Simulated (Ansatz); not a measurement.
Reaction: C3H4 (SMILES C1=CC1) → C3H4 (SMILES C(#C)C)
Each species at its own B3LYP-D3(BJ)/def2-TZVP minimum (Ansatz, an electronic-structure program).

Quantity: isomerisation energy (electronic), in kcal/mol. Open shells are spin-unrestricted; no spin-orbit coupling. Correlated methods leave the cores frozen. Rows without X2C or -DK are non-relativistic. CBS(X,Y): correlation extrapolated as X^-3, Hartree-Fock from the larger set (Q,5: extrapolated as (X+1)exp(-9√X)). A bracket is a step between two methods taken in the basis named. The functionals are non-relativistic, so their misses hold any scalar relativity. '+ core + X2C': CCSD(T) terms for core correlation (cc-pwCVTZ) and scalar relativity (cc-pVTZ-DK).

```tsv
level	program	isomerisation energy (kcal/mol)	difference against the last row
PBE/def2-TZVPD	Ansatz	-19.2	4.2
wB97X-V/def2-TZVPD	Ansatz	-19.8	3.6
CCSD/cc-pVDZ	Ansatz	-23.0	0.4
CCSD/CBS(cc-pVQZ,cc-pV5Z)	Ansatz	-23.6	-0.2
CCSDT(Q)/cc-pVDZ	Ansatz	-22.9	0.5
CCSD(T)/CBS(cc-pVQZ,cc-pV5Z) + [CCSDT(Q) - CCSD(T)]/cc-pVDZ + core + X2C	Ansatz	-23.4	0.0
```
